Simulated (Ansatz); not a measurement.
The input, for Ansatz 0.2.0:

```yaml
crystal:
  periodic: [false, false, false]
  atoms:
    - {symbol: As, position_ang: [0.000118, -0.331897, 0.267372]}
    - {symbol: Se, position_ang: [0.000093, -0.300338, -2.427485]}
    - {symbol: H, position_ang: [0.000051, 1.182196, 0.357426]}
    - {symbol: H, position_ang: [-0.000263, -0.549962, 1.802686]}
basis:
  gaussian: {orbitals: def2-mTZVP}
magnetization: {spin_polarized: false, initial_magnetization: 3}
correlation: {active_space: {ras: {orbitals: [5, 3, 42], electrons: 13, max_holes: 2, max_particles: 2}, fixed_orbitals: true}}
accuracy: high
scf: {lower_state_search: off}
output: {forces: true}
```

```sh
$ ansatz run in.yaml --threads 1 --pin off --events-out ev --progress --plain --max-ram 2393MiB
```

Roughly how long does this take on 1 thread of Arm Neoverse V2, shared host, and how much host memory?

52 s wall and 0.43 GiB.

```
these checks for a lower state are left out or cut short: starts, cluster_reference, orbital_swaps, neighbouring_geometries, increment
1269 factors; integrals over basis functions are off by at most 8.6e-9 eV
mean field evaluation 1: about -126126.8389 eV, gradient 8.7e0 eV
mean field evaluation 2: about -126127.0576 eV, gradient 9.1e0 eV
mean field evaluation 4: about -126128.1208 eV, gradient 2.4e0 eV
mean field evaluation 8: about -126128.1956 eV, gradient 5.0e-1 eV
mean field evaluation 16: about -126128.2031 eV, gradient 4.6e-6 eV
mean field -126128.20310986 eV, -4635.1259715207 hartree, gradient 2.8e-8 eV, S^2 3.750000; 0 other end points of the search recorded, 0 dependent functions left out
reference -126128.20310986 eV, -4635.1259715207 hartree; 36, 33 occupied and 42, 45 virtual orbitals, 1269 factors
state -126133.89763038 eV, -4635.3352412901 hartree
the calculation of the forces begins
Total energy: -126133.89763038 eV, -4635.3352412901 hartree
Atom 0 at     0.000118    -0.331897     0.267372 Å, force    -0.000450    -0.171253     0.695543 eV/Å
Atom 1 at     0.000093    -0.300338    -2.427485 Å, force     0.000152     0.008965    -0.732150 eV/Å
Atom 2 at     0.000051     1.182196     0.357426 Å, force     0.000023     0.132207     0.037537 eV/Å
Atom 3 at    -0.000263    -0.549962     1.802686 Å, force     0.000275     0.030082    -0.000930 eV/Å
Dipole moment:    -0.000015     0.038208     0.287300 e Å
Checks for a lower state left out: starts, cluster_reference, orbital_swaps, neighbouring_geometries, increment
```

Forces (eV/Å):
```
As   0.000 -0.171  0.696
Se   0.000  0.009 -0.732
H    0.000  0.132  0.038
H    0.000  0.030 -0.001
```
